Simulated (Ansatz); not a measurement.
in.yaml

```yaml
crystal:
  periodic: [false, false, false]
  atoms:
    - {symbol: Si, position_ang: [-0.078303, 0.000000, 0.000000]}
    - {symbol: H, position_ang: [-0.573175, 1.399708, 0.000000]}
    - {symbol: H, position_ang: [-0.573175, -0.699854, 1.212183]}
    - {symbol: H, position_ang: [-0.573175, -0.699854, -1.212183]}
    - {symbol: H, position_ang: [1.449697, 0.000000, 0.000000]}
    - {symbol: H, position_ang: [2.451697, 0.000000, 0.000000]}
basis:
  gaussian: {orbitals: 6-31G}
magnetization: {spin_polarized: false, initial_magnetization: 1}
correlation: {method: ccsd_t, electrons: outside_noble_gas}
output: {forces: true}
```

```sh
$ ansatz run in.yaml --threads 1 --pin off --events-out ev --progress --plain --max-ram 2393MiB
```

Log:

```
300 factors; integrals over basis functions are off by at most 5.8e-4 eV
mean field evaluation 1: about -7935.3904 eV, gradient 8.0e0 eV
mean field evaluation 2: about -7935.3940 eV, gradient 8.0e0 eV
mean field evaluation 4: about -7935.9429 eV, gradient 8.1e-1 eV
mean field evaluation 8: about -7935.9669 eV, gradient 7.2e-3 eV
mean field evaluation 16: about -7935.9554 eV, gradient 4.3e-1 eV
mean field -7935.96688196 eV, -291.6414037203 hartree, gradient 1.4e-6 eV, S^2 0.750000; 0 other end points of the search recorded, 0 dependent functions left out
5 core orbitals not correlated: weight in the atoms' cores, before any rotation towards them, 1.000 or more for the frozen orbitals, at most 0.000 for the correlated occupied ones
reference -7935.96688196 eV, -291.6414037203 hartree; 5, 4 occupied and 13, 14 virtual orbitals, 300 factors
second order -1.82269943 eV of doubles, -0.08138566 eV of singles
cycle   1  -2.38127639 eV  change   -4.7e-1 eV  update   5.8e-2
cycle   2  -2.61539771 eV  change   -2.3e-1 eV  update   2.5e-2
cycle   3  -2.62780650 eV  change   -1.2e-2 eV  update   8.0e-3
cycle   4  -2.63020601 eV  change   -2.4e-3 eV  update   3.0e-3
cycle   5  -2.63001210 eV  change    1.9e-4 eV  update   8.2e-4
cycle   6  -2.63014456 eV  change   -1.3e-4 eV  update   2.7e-4
cycle   7  -2.63027805 eV  change   -1.3e-4 eV  update   7.5e-5
cycle   8  -2.63024027 eV  change    3.8e-5 eV  update   2.9e-5
cycle   9  -2.63023116 eV  change    9.1e-6 eV  update   1.2e-5
cycle  10  -2.63023832 eV  change   -7.2e-6 eV  update   4.4e-6
cycle  11  -2.63024047 eV  change   -2.1e-6 eV  update   1.5e-6
perturbative correction -0.02820753 eV, -0.0010366075 hartree
the calculation of the forces begins
Total energy: -7938.62532995 eV, -291.7390998823 hartree
Atom 0 at    -0.078303     0.000000     0.000000 Å, force    -1.745626    -0.000004     0.000000 eV/Å
Atom 1 at    -0.573175     1.399708     0.000000 Å, force    -0.170095     0.561086     0.000000 eV/Å
Atom 2 at    -0.573175    -0.699854     1.212183 Å, force    -0.170093    -0.280541     0.485910 eV/Å
Atom 3 at    -0.573175    -0.699854    -1.212183 Å, force    -0.170093    -0.280541    -0.485910 eV/Å
Atom 4 at     1.449697     0.000000     0.000000 Å, force     1.463877    -0.000000     0.000000 eV/Å
Atom 5 at     2.451697     0.000000     0.000000 Å, force     0.792030     0.000000    -0.000000 eV/Å
Dipole moment:    -0.047615     0.000000    -0.000000 e Å
```

Forces (eV/Å):
```
Si  -1.746  0.000  0.000
H   -0.170  0.561  0.000
H   -0.170 -0.281  0.486
H   -0.170 -0.281 -0.486
H    1.464  0.000  0.000
H    0.792  0.000  0.000
```

For the same geometry and basis full CI lies 11.8 meV lower.

Ran on 1 thread of Arm Neoverse N1, shared host: 0.87 s wall, 0.07 GiB peak host memory.
